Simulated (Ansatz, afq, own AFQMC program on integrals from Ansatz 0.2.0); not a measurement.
## Atomization energy of CH$_{3}$N, singlet

```xyz
5

N     0.0000    0.0582    0.5542
C     0.0000   -0.1584   -0.7297
H     0.0000    0.9667    1.0152
H     0.0000   -0.7270    1.1922
H     0.0000    0.8384   -1.2134
```

Connectivity, by distances: NH2–CH.

Atoms in their ground-state spins without spin–orbit coupling (mostly on UHF) minus the molecule (RHF), without zero-point energy. The geometry is a stationary point, not shown to be a minimum.

Basis cc-pVDZ. Only valence electrons are correlated. AFQMC by an in-house program on the Cholesky factors that Ansatz 0.2.0 writes for its CCSD(T) run. ph-AFQMC/CISD is guided by a CISD state made of CCSD amplitudes; releasing the constraint for a short imaginary time cuts its bias at the price of noise, slowly where states lie close. Error bars are statistical, one sigma. The errors of all members are added in quadrature.

No full CI on the walks' own integrals is used here; CCSDT(Q) serves as the reference and is uncertain by about the last step of the cluster series. Each member takes its own surest rung, up to full CI.

The best estimate is CCSD(T) at the basis-set limit (CBS: def2-TZVPP and def2-QZVPP, with their diffuse functions for anions and beside diffuse sets, CCSD(T) itself extrapolated) plus the step from CCSD(T) to CCSDT(Q) in cc-pVDZ. Rows without CBS are in cc-pVDZ, the functionals in def2-TZVP; B2PLYP and the wave-function rows carry a basis error of their own. Core correlation and relativity beyond core potentials are missing, and ± holds the sampling alone.

Best estimate: 1686.3 kJ/mol.

```tsv
level	atomization energy (kJ/mol)	error against the best estimate (kJ/mol)
HF	1087.6	-598.6
MP2	1526.3	-160.0
CCSD	1500.6	-185.7
CCSD(T)	1521.3	-165.0
CCSDT	1521.9	-164.4
CCSDT(Q)	1523.5	-162.7
ph-AFQMC/CISD	1523.6 ± 0.5	-162.7 ± 0.5
released AFQMC	1523.6 ± 0.5	-162.7 ± 0.5
HF/CBS	1125.8	-560.5
MP2/CBS	1696.0	9.7
CCSD(T)/CBS	1684.0	-2.2
PBE	1737.4	51.1
r2SCAN	1670.4	-15.9
PBE0	1685.9	-0.4
B3LYP	1696.9	10.6
wB97M-V	1699.5	13.2
B2PLYP	1667.3	-18.9
```

Correlation beyond CCSD(T) adds 2.2 kJ/mol. Going to the basis-set limit adds 162.8 kJ/mol at CCSD(T). The perturbative (T) step is worth +20.7 kJ/mol. The functionals spread over 70.1 kJ/mol; PBE0 comes nearest and PBE is 51.1 kJ/mol too high.

Best estimates are given only where the step beyond CCSD(T) is under 0.3 eV and no member's determinant is very poor (T1 over 0.05, or 0.07 for open shells, ⟨S²⟩ too high by 0.3, two states mixed), so the hardest cases are missing from such tables.

The functionals ran in a triple-zeta set and keep a basis error of their own, a few kJ/mol for each bond in atomization energies and more for double hybrids, so close places among them and the extrapolated levels can swap.

CCSDT and higher add their correlation energy to the determinant of the CCSD(T) run, since their own runs factorise the integrals more tightly (a shift of under 2 meV). Each member of a difference takes its own highest rung, so a best estimate needn't equal the limit plus the step of one row. A walk keeps the symmetry of its determinant, which the program's search chose and which needn't be the lowest solution, so a lower state of the same spin and another symmetry isn't excluded. Released energies are given only where the last usable release times agree within the noise; a slower fall can still hide under it.
